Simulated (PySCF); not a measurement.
CN and its ions

PBE; C def2-SVPD, N def2-SVPD; no relativity (PySCF 2.14). Neutral (UKS): doublet (σ ↑), Re = 1.181 Å, ωe = 2122 cm⁻¹, De = 8.67 eV, HOMO -9.30 eV, LUMO -7.60 eV.

CN⁻ (UKS): singlet (closed shell), Re = 1.185 Å, ωe = 2118 cm⁻¹. The energies at the minima are -92.53867 hartree for CN and -92.66981 for CN⁻.

Problem. Work out the adiabatic electron affinity, without and with harmonic zero-point energies (1 hartree = 27.2114 eV, 1 eV = 8065.5 cm⁻¹), and the change of the bond length.

Solution. At PBE: 0.13114 hartree = 3.569 eV between the minima; the zero-point term (2122.0 − 2118.0)/2 cm⁻¹ = +0.000 eV makes it 3.569 eV. Re changes by +0.4 pm against the neutral. The electron enters a σ orbital, and the small change of length marks it as nearly non-bonding.

The highest Kohn–Sham level is positive in this anion. Much of that is self-interaction error, but it also means that the finite basis helps to hold the extra electron. States were picked by a PBE0 search and need not be the measured ground states.
